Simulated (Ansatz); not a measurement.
**C3H7FO: basis-set convergence**

How large a basis does C3H7FO need? Two functionals are run in growing sets.

Method: one geometry, several basis sets; program: Ansatz 0.2.0, Gaussian basis.

The runs, in order: PBE0-D4/def2-SVP; ωB97M-V/def2-SVP; PBE0-D4/def2-QZVPP; ωB97M-V/def2-QZVPP; the functionals' def2-TZVPP values are taken from earlier runs.

## 1. Structure used throughout

An earlier PBE0-D4 in a triple-zeta def2 set relaxation fixed the geometry.

12 atoms, charge 0, spin multiplicity 1.

Atoms are counted from 1 here; the program's logs count them from 0.

Bond lengths: C1–O2 1.408 Å, C1–H6 1.090 Å, C1–H7 1.098 Å, C1–H8 1.094 Å, O2–C3 1.400 Å, C3–C4 1.507 Å, C3–H9 1.101 Å, C3–H10 1.095 Å, C4–F5 1.386 Å, C4–H11 1.094 Å, C4–H12 1.095 Å. Angles: O2–C1–H6 106.9°, O2–C1–H7 111.0°, O2–C1–H8 112.3°, H6–C1–H7 108.8°, H6–C1–H8 109.2°, H7–C1–H8 108.4°, C1–O2–C3 114.6°, O2–C3–C4 114.7°, O2–C3–H9 111.0°, O2–C3–H10 106.4°, C4–C3–H9 109.2°, C4–C3–H10 107.5°, H9–C3–H10 107.8°, C3–C4–F5 111.5°, C3–C4–H11 110.5°, C3–C4–H12 109.9°, F5–C4–H11 107.8°, F5–C4–H12 107.6° and more.

Geometry (Å):

```
C    -0.93375    1.10640    0.83950
O     0.04019    0.14183    1.16006
C     0.89777   -0.19308    0.10522
C     0.31825   -1.16231   -0.89257
F    -0.60778   -0.54639   -1.72034
H    -1.42601    1.38152    1.77262
H    -0.47236    2.00295    0.40391
H    -1.68092    0.72520    0.13657
H     1.24267    0.70849   -0.42345
H     1.77244   -0.67163    0.55815
H    -0.18812   -1.98403   -0.37769
H     1.11462   -1.56427   -1.52796
```

## 2. PBE0-D4 in def2-SVP

File in.yaml:

```yaml
crystal:
  periodic: [false, false, false]
  atoms:
    - {symbol: C, position_ang: [-0.933752, 1.106399, 0.839496]}
    - {symbol: O, position_ang: [0.040190, 0.141833, 1.160064]}
    - {symbol: C, position_ang: [0.897774, -0.193079, 0.105218]}
    - {symbol: C, position_ang: [0.318246, -1.162306, -0.892572]}
    - {symbol: F, position_ang: [-0.607779, -0.546390, -1.720340]}
    - {symbol: H, position_ang: [-1.426006, 1.381525, 1.772615]}
    - {symbol: H, position_ang: [-0.472356, 2.002953, 0.403909]}
    - {symbol: H, position_ang: [-1.680923, 0.725199, 0.136569]}
    - {symbol: H, position_ang: [1.242669, 0.708489, -0.423452]}
    - {symbol: H, position_ang: [1.772436, -0.671631, 0.558149]}
    - {symbol: H, position_ang: [-0.188117, -1.984028, -0.377694]}
    - {symbol: H, position_ang: [1.114617, -1.564266, -1.527963]}
basis:
  gaussian: {orbitals: def2-SVP}
hamiltonian: {xc: pbe0, dispersion: d4}
output: {orbitals: {seedname: orbitals}}
```

Command:

```sh
ansatz run in.yaml --threads 4 --pin off --events-out ev --progress --plain --max-ram 10444MiB
```

Further steps of the session: ωB97M-V in def2-SVP; PBE0-D4 in def2-QZVPP; ωB97M-V in def2-QZVPP.

**Question.** What will the summary of the whole plan be? Wanted: PBE0-D4: double and triple zeta above quadruple; ωB97M-V: double and triple zeta above quadruple.

The runs gave:

```
                                       quantity           value
PBE0-D4: double and triple zeta above quadruple   9.79, 0.44 eV
ωB97M-V: double and triple zeta above quadruple  10.12, 0.43 eV
```

What this shows: PBE0-D4 gains 9.35 eV from double to triple zeta, then 0.44 eV more. These are total energies; as a rule much of such shifts cancels in differences, which this series doesn't test. The LUMO of ωB97M-V is positive and keeps falling with the basis (3.74 to 2.04 eV): an unbound level that the basis holds in place.
